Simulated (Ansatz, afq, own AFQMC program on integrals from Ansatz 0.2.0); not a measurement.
AFQMC on a folder of integrals that Ansatz 0.2.0 wrote.

```yaml
crystal:
  periodic: [false, false, false]
  atoms:
    - {symbol: Si, position_ang: [-1.043757, 0.000000, 0.000000]}
    - {symbol: H, position_ang: [-1.538629, 1.399708, 0.000000]}
    - {symbol: H, position_ang: [-1.538629, -0.699854, 1.212183]}
    - {symbol: H, position_ang: [-1.538629, -0.699854, -1.212183]}
    - {symbol: H, position_ang: [0.440858, 0.000000, 0.000000]}
    - {symbol: O, position_ang: [2.095243, 0.000000, 0.000000]}
basis:
  gaussian: {orbitals: cc-pVTZ}
magnetization: {spin_polarized: true, initial_magnetization: 2}
correlation: {method: ccsd_t, electrons: outside_noble_gas, hamiltonian_folder: ham}
```

```sh
$ ansatz run in.yaml --threads 1 --pin off --events-out ev --progress --plain --max-ram 24576MiB --backend cuda --devices 0, --max-vram 18GiB
```

Options of the walk:

```
--method phaseless --trial cisd --walkers 600 --populations 10 --least-time 60 --time-step 0.005 --steps-per-block 50 --equilibration-blocks 28 --max-blocks 4000 --target-error 0.00022 --factor-cut 1e-05 --start spin_pure --seed 111 --release-times 0.24,0.51,0.99,1.62,2.4 --release-step 0.03 --release-every 3 --taylor-order 6
```

Times are imaginary, in 1/Eh. The walk had a cap of 235 s. With eight or more populations the least sampling time is a fifth of least-time, and the error comes from their spread.

```
orbitals 114  electrons 8 6  factors 680 of 685
reference energy -366.05391138 Eh
CCSD correlation -0.34181569 Eh in 12 cycles, weight of the determinant in the CISD state 0.8762
energy of the start -366.395375 Eh
 block  time / (1/Eh)  mean weight  energy / Eh
     1     0.250  1.0003  -366.392026
     2     0.500  1.0007  -366.395160
     3     0.750  0.9999  -366.397668
     4     1.000  0.9987  -366.399629
     5     1.250  0.9998  -366.400940
    10     2.500  1.0000  -366.402629
    25     6.250  0.9995  -366.405571
    40    10.000  1.0008  -366.405516
    55    13.750  0.9996  -366.402933
    70    17.500  0.9997  -366.403861
    85    21.250  0.9996  -366.405322
    94    23.500  1.0002  -366.402219
   100    25.000  0.9988  -366.406366
   115    28.750  1.0012  -366.405220
   130    32.500  0.9999  -366.406847
   145    36.250  0.9998  -366.402902
   148    37.000  1.0007  -366.404375
error from the spread of 10 populations
released: time / (1/Eh)  energy / Eh  error  mean overlap
  0.24  -366.404907  0.000152  0.9875
  0.51  -366.404910  0.000155  0.9836
  0.99  -366.405070  0.000163  0.9822
  1.62  -366.405780  0.000321  0.9600
  2.40  -366.404899  0.000575  0.9438
energy -366.404387 +/- 0.000143 Eh
(rows thinned)
```

Estimate how long the walk took on 1 × NVIDIA H100 80GB HBM3 with 2 threads of AMD EPYC 7R13 Processor (Zen 3), on a shared host (the card was shared).

2.5 min of wall time.

The run passed its tests (sampling time, drift between the halves within three errors, error under three times the target), which doesn't prove that it has relaxed.

Against this walk (error 3.9 meV) on the same determinant: CCSD(T) 19.0 meV higher. The error is statistical and leaves out the bias of the constraint. Released to 0.99 1/Eh the energy lies 19 ± 6 meV (both errors) below the phaseless value, which shows part or all of the bias of the constraint, and CCSD(T) lies 37.6 meV above the released value.

Cautions: constraint bias not in the error; lower spins were not checked.

A walk keeps the symmetry of its determinant, which the program's search chose and which needn't be the lowest solution, so a lower state of the same spin and another symmetry isn't excluded.
